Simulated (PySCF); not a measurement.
Calculation: PySCF 2.14.0 with PBE-D3(BJ)/def2-TZVP // B3LYP-D3(BJ)/def2-SVP. Gas-phase values, no solvent. 

Reference species (SMILES): `N` (neutral, multiplicity 1).

- dipole moment = 1.75 D
- HOMO = -6.07 eV
- HOMO–LUMO gap = 6.26 eV

After one change: the dipole moment decreases by 0.16 D; the HOMO falls by 0.10 eV; the HOMO–LUMO gap increases by 0.11 eV.

Task: Name the change that produced these shifts. The new species is one of these.
(A) `[C-]#[O+]`
(B) `O`
(C) `C#N`
(D) `CO`

Result: D, `CO`
